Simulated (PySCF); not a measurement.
**Assignment exercise: C$_{5}$H$_{13}$N**

Numbering as in the mapped SMILES `[CH3:1][CH2:2][CH2:3][N:4]([CH3:5])[CH3:6]` (H(Xn): hydrogen on atom n).

PySCF 2.14.0 with density-fitted response routines calculation with GIAO PBE0/pcSseg-1 shieldings, couplings computed with B3LYP/pcJ-1 (spin–dipole term only in couplings to heteroatoms) and coordinates at the PBE0-D3(BJ)/def2-SVP level; no solvent model, rapidly exchanging positions averaged, no relativistic terms, one computed conformer.

Shifts are taken against calculated references (same method and geometry level): $^{13}$C and $^{1}$H against TMS.

Problem. Assign these signals to the numbered atoms. $^{13}$C{$^{1}$H} NMR (computed): δ 62.1 (CH2), 45.1 (CH3), 24.7 (CH2), 13.6 (CH3).

Solution. 
```tsv
δ (ppm)	atoms	environment	reason
62.1	C3	sp3 CH2 bonded to N	pulled downfield by the heteroatom
45.1	C5/C6	methyl carbon bonded to N	pulled downfield by the heteroatom
24.7	C2	sp3 CH2	a saturated carbon with 2 carbon neighbours and no heteroatom attached
13.6	C1	methyl carbon	saturated and bonded to C and H only
```

Problem. Assign these signals to the numbered atoms. $^{1}$H NMR (500 MHz, computed): δ 2.06 (s, 6H), 1.81 (t, J = 7.8 Hz, 2H), 1.34 (sext, J = 8.1 Hz, 2H), 0.93 (t, J = 8.4 Hz, 3H).

Solution. 
```tsv
δ (ppm)	atoms	environment	reason
2.06	H(C5)/H(C6)	hydrogen on a methyl carbon bonded to N	–
1.81	H(C3)	hydrogen on an sp3 CH2 bonded to N	–
1.34	H(C2)	hydrogen on an sp3 CH2	–
0.93	H(C1)	hydrogen on a methyl carbon	far from electronegative atoms and π systems
```

Multiplet labels drop couplings under 1 Hz and merge nearly equal ones. Unscaled 3J(H,H) at this level run about 10 % above measured values. Shifts are as computed. Against solution values, carbons near 30 ppm lie about +2 ppm off and those near 130 ppm about +5 ppm. Of 1211 compounds with measured shifts, 218 miss one by over three times the rms of a fit or turn the order of signals round; such compounds aren't used in these exercises. Chain 3J(H,H) values assume equally populated staggered rotamers: (2 J gauche + J anti)/3.
